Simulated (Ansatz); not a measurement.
# BH3Cl (doublet): from Hartree-Fock to the top rungs at distance B1–H4 along a hydrogen transfer = 1.721 Å, cc-pVDZ

How much of the correlation energy of BH3Cl (doublet) does each wave-function method recover here?

Program: Ansatz 0.2.0, Gaussian basis. Level of theory: cc-pVDZ, core rule «outside noble gas», up to 6 orbitals frozen. These are calculated values, not measurements.

To be run: UHF; CCSD(T) on ROHF; CCSD(T) on UHF; BCCD(T) on ROHF; CISD; CCSDT(Q) on ROHF; CCSDT(Q) on UHF; CASSCF and MRCISD+Q, 3 electrons in 3 orbitals; CASSCF and NEVPT2, 3 electrons in 3 orbitals; CASSCF and NEVPT2, 13 electrons in 11 orbitals.

7 further runs of the same task are left out: 1 for a known fault of the program, 6 that didn't finish.

## Step 1: The geometry

The geometry derives from fragments relaxed apart (PBE0/def2-TZVP) and kept rigid, so it is no stationary point. A hydrogen atom is moved between rigid fragments.

5 atoms, charge 0, spin multiplicity 2.

Atoms are counted from 1 here; the program's logs count them from 0.

Bond lengths: B1–H2 1.193 Å, B1–H3 1.193 Å, H4–Cl5 1.561 Å. Angles: H2–B1–H3 120.0°.

## Step 2: UHF

in.yaml reads:

```yaml
crystal:
  periodic: [false, false, false]
  atoms:
    - {symbol: B, position_ang: [-2.371549, 0.000000, 0.000000]}
    - {symbol: H, position_ang: [-2.968282, 1.033571, 0.000000]}
    - {symbol: H, position_ang: [-2.968282, -1.033571, 0.000000]}
    - {symbol: H, position_ang: [-0.650549, 0.000000, 0.000000]}
    - {symbol: Cl, position_ang: [0.910451, 0.000000, 0.000000]}
basis:
  gaussian: {orbitals: cc-pVDZ}
magnetization: {spin_polarized: true, initial_magnetization: 1}
hamiltonian: {xc: hf}
output: {orbitals: {seedname: orbitals}}
```

On the command line:

```
ansatz run in.yaml --threads 1 --pin off --events-out ev --progress --plain --max-ram 2393MiB
```

After this run come: CCSD(T) on ROHF; CCSD(T) on UHF; BCCD(T) on ROHF; CISD; CCSDT(Q) on ROHF; CCSDT(Q) on UHF; CASSCF and MRCISD+Q, 3 electrons in 3 orbitals; CASSCF and NEVPT2, 3 electrons in 3 orbitals; CASSCF and NEVPT2, 13 electrons in 11 orbitals.

Before running them: what should the planned runs give, taken together? Wanted: UCCSDT(Q) below the RHF energy; RMP2 from UCCSDT(Q); UMP2 from UCCSDT(Q); RCCSD from UCCSDT(Q); RCCSD(T) from UCCSDT(Q); UCCSD(T) from UCCSDT(Q); RCCSDT(Q) from UCCSDT(Q); NEVPT2 pair from UCCSDT(Q); MRCISD+Q pair from UCCSDT(Q).

**Answer**, as computed:

```
                         quantity                                                                  value
   UCCSDT(Q) below the RHF energy                                                             -7.3496 eV
              RMP2 from UCCSDT(Q)                                                            +1157.3 meV
              UMP2 from UCCSDT(Q)                                                            +1191.4 meV
             RCCSD from UCCSDT(Q)                                                             +171.1 meV
          RCCSD(T) from UCCSDT(Q)                                                              +33.1 meV
          UCCSD(T) from UCCSDT(Q)                                                              +33.7 meV
         RCCSDT(Q) from UCCSDT(Q)                                                               +0.2 meV
       NEVPT2 pair from UCCSDT(Q)                                                            +1073.9 meV
     MRCISD+Q pair from UCCSDT(Q)                                                              +40.1 meV
    NEVPT2 valence from UCCSDT(Q)                                                            +1302.7 meV
levels within 1 kcal/mol (43 meV)  RCCSD(T), UCCSD(T), BCCD(T), RCCSDT, UCCSDT, RCCSDT(Q), MRCISD+Q pair
                    T1 diagnostic                                                                  0.023
   effectively unpaired electrons                                                                   1.02
```

In words: RCCSD(T) misses by +33.1 meV, 0.5 % of the correlation energy. One determinant dominates. Of the multireference levels listed MRCISD+Q pair comes nearest in total energy (+40.1 meV), which doesn't show that its space is the better one. These misses are within one basis, not against nature; the frozen cores of restricted and unrestricted runs differ, which can shift their rows.
